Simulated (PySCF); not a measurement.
Molecule: `CCNCCN`, C$_{4}$H$_{12}$N$_{2}$.

Bonds (- single, = double, # triple, : aromatic): C1-C2, C2-N3, N3-C4, C4-C5, C5-N6. C1 carries H7, H8, H9; C2 carries H10, H11; N3 carries H12; C4 carries H13, H14; C5 carries H15, H16; N6 carries H17, H18.

Frames of a GFN2-xTB Langevin trajectory at 200 K; GIAO PBE0/pcSseg-1 shieldings in PySCF, gas phase, non-relativistic; equivalent atoms averaged within each frame.

References, each an isolated molecule treated in the same way: TMS for ¹³C (σref 186.93) and ¹H (σref 31.72); NH3 for ¹⁵N (σref 267.73). The references are static minima.

**Question.** How do the shifts (ppm) fluctuate along the trajectory?

**Answer.** 
```tsv
time (fs)	C4	C2	C5	C1	N3	N6	H15/H16	H13/H14	H10/H11	H7/H8/H9
250	55.3	48.7	42.5	16.6	66.0	15.4	2.94	2.80	2.46	1.45
425	65.4	49.8	43.1	16.5	60.7	33.2	2.68	3.65	3.31	1.15
625	65.5	47.8	48.1	20.2	55.5	35.7	2.78	2.61	2.69	1.34
800	57.0	40.8	44.5	22.6	59.0	27.6	3.45	2.76	3.46	1.58
1000	67.0	45.2	41.3	14.9	56.1	27.8	2.69	2.72	2.62	0.57
mean of frames	62.0	46.4	43.9	18.2	59.5	27.9	2.91	2.91	2.91	1.22
standard deviation	5.5	3.6	2.6	3.2	4.2	7.8	0.32	0.42	0.45	0.40
```

5 frames give an uncertainty of the mean of about the standard deviation over 2.2 at best, since frames this close in time may not be independent; classical motion lacks zero-point vibration, and the reference would need the same averaging.
